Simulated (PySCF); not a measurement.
Compound: MoCl4 (triplet state).
Bonds: Mo1–Cl2, Mo1–Cl3, Mo1–Cl4, Mo1–Cl5.

Theory: PBE0-D3(BJ)/def2-SVP geometry optimisation, gas phase, def2 core potentials past Kr in PySCF 2.14.0.

**Question.** List the bond lengths and angles at this level.

**Answer.** 
```tsv
bond	length (bohr)
Mo1–Cl2 and 3 like bonds	4.237
```

Bonds in one row agree within 0.02 bohr and their mean is given. A selection of angles:
```tsv
angle	degrees
Cl2–Mo1–Cl3	109.5
Cl2–Mo1–Cl4	111.1
Cl3–Mo1–Cl4	108.4
```

Mo1 (molybdenum bonded to 4 Cl) is tetrahedral (angles from 107.9° to 111.1°).

No frequency check. ⟨S²⟩ = 2.011 (exact for a triplet: 2.00).

Neither the SCF state along the optimisation nor the shape of the open-shell metal species was proved the lowest: other solutions of the same spin, or a structure of lower symmetry, can lie below.


Species: C3NNa.
Numbering: `[N:1]#[C:2][C:3]#[C:4][Na:5]`

Method used: PBE0-D3(BJ)/def2-TZVP geometry optimisation, gas phase in PySCF.

Problem. List the bond lengths and angles at this level.

Solution. 
```
  bond  length (Å)
 N1≡C2       1.158
 C2–C3       1.367
 C3≡C4       1.227
C4–Na5       2.237
```

A selection of angles:
```
    angle  degrees
 N1–C2–C3    179.8
 C2–C3–C4    179.9
C3–C4–Na5    179.8
```

The 2 C–C bonds span 1.227 Å (C3≡C4, drawn triple) to 1.367 Å (C2–C3, drawn single), a spread of 0.140 Å.

Point group: C∞v (every atom within 0.08 Å of its image). Not checked by PBE0-D3(BJ)/def2-TZVP frequencies.


Species: ethane, C2H6.
Bonds: C1–C2. Hydrogens: H3, H4, H5 on C1; H6, H7, H8 on C2.

Computed geometry: GFN2-xTB, gas phase.

Problem. List the bond lengths and angles at this level.

Solution. 
```tsv
bond	length (Å)	order
C1–C2	1.522	single
C1–H3 and 5 like bonds	1.088	single
```

Bonds in one row agree within 0.01 Å and their mean is given. Orders are formal, as drawn. A selection of angles:
```tsv
angle	degrees
C2–C1–H3	110.6
H3–C1–H4	108.3
```

Point group: D3d (tolerance 0.08 Å). Whether it is a minimum is left open (no frequencies).


Species: ethynylaluminium, C2HAl (singlet state).
Bonds: C1–C2 (triple), C2–Al3. Hydrogens: H4 on C1.

Computed, not measured: PBE0-D3(BJ)/def2-TZVP geometry optimisation, gas phase (PySCF 2.14.0).

(1) What internal coordinates does the optimisation give?

Answers

(1) 
| bond | length (pm) | order |
| --- | --- | --- |
| C1≡C2 | 121.6 | triple |
| C2–Al3 | 196.8 | single |
| C1–H4 | 106.7 | single |

Orders are formal, as drawn. A selection of angles:
| angle | degrees |
| --- | --- |
| C2–C1–H4 | 179.8 |
| C1–C2–Al3 | 179.8 |

Point group: C∞v (every atom within 0.08 Å of its image). No frequency check.
